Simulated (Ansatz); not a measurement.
**SiHCl+ (doublet): wave-function methods side by side, cc-pVTZ**

Aim: climb from Hartree-Fock through coupled cluster for SiHCl+ (doublet) at one geometry and basis, and see what each rung misses.

Computed with Ansatz 0.2.0, Gaussian basis. Level: cc-pVTZ, core rule «outside noble gas», up to 10 orbitals frozen.

The runs, in order: UHF; CCSD(T) on ROHF; CCSD(T) on UHF; BCCD(T) on ROHF; CCSDT(Q) on ROHF; CCSDT(Q) on UHF.

14 further runs of the same task are left out: 8 for a known fault of the program, 6 set aside as unsound or not needed.

## (1) The geometry

The geometry is a PBE0/def2-TZVP stationary point (not a proven minimum) of the parent state, kept for this charge and spin.

3 atoms, charge 1, spin multiplicity 2.

Atoms are counted from 1 here; the program's logs count them from 0.

Bond lengths: Si1–Cl2 2.048 Å, Si1–H3 1.491 Å. Angles: Cl2–Si1–H3 115.5°.

Geometry (Å):

```
Si    0.00000   -0.09712    1.11058
Cl    0.00000    0.04277   -0.93219
H     0.00000    1.20190    1.84316
```

## (2) UHF

in.yaml reads:

```yaml
crystal:
  periodic: [false, false, false]
  atoms:
    - {symbol: Si, position_ang: [0.000000, -0.097122, 1.110575]}
    - {symbol: Cl, position_ang: [0.000000, 0.042769, -0.932187]}
    - {symbol: H, position_ang: [0.000000, 1.201899, 1.843159]}
basis:
  gaussian: {orbitals: cc-pVTZ}
total_charge: 1
magnetization: {spin_polarized: true, initial_magnetization: 1}
hamiltonian: {xc: hf}
output: {orbitals: {seedname: orbitals}}
```

The run is started by

```sh
$ ansatz run in.yaml --threads 1 --pin off --events-out ev --progress --plain --max-ram 2816MiB --backend cpu
```

After this run come: CCSD(T) on ROHF; CCSD(T) on UHF; BCCD(T) on ROHF; CCSDT(Q) on ROHF; CCSDT(Q) on UHF.

**Question.** What will the summary of the whole plan be? Wanted: UCCSDT(Q) below the RHF energy; RMP2 from UCCSDT(Q); UMP2 from UCCSDT(Q); RCCSD from UCCSDT(Q); RCCSD(T) from UCCSDT(Q); UCCSD(T) from UCCSDT(Q); RCCSDT(Q) from UCCSDT(Q); T1 diagnostic.

As calculated:

| quantity | value |
| --- | --- |
| UCCSDT(Q) below the RHF energy | -8.3176 eV |
| RMP2 from UCCSDT(Q) | +27.81 kcal/mol |
| UMP2 from UCCSDT(Q) | +27.47 kcal/mol |
| RCCSD from UCCSDT(Q) | +9.55 kcal/mol |
| RCCSD(T) from UCCSDT(Q) | +1.28 kcal/mol |
| UCCSD(T) from UCCSDT(Q) | +1.26 kcal/mol |
| RCCSDT(Q) from UCCSDT(Q) | +0.11 kcal/mol |
| levels within 1 kcal/mol (43 meV) | RCCSDT, UCCSDT, RCCSDT(Q) |
| T1 diagnostic | 0.029 |

RCCSD(T) lands +1.28 kcal/mol from the yardstick (0.7 % of the correlation energy). These misses are within one basis, not against nature; the frozen cores of restricted and unrestricted runs differ, which can shift their rows.
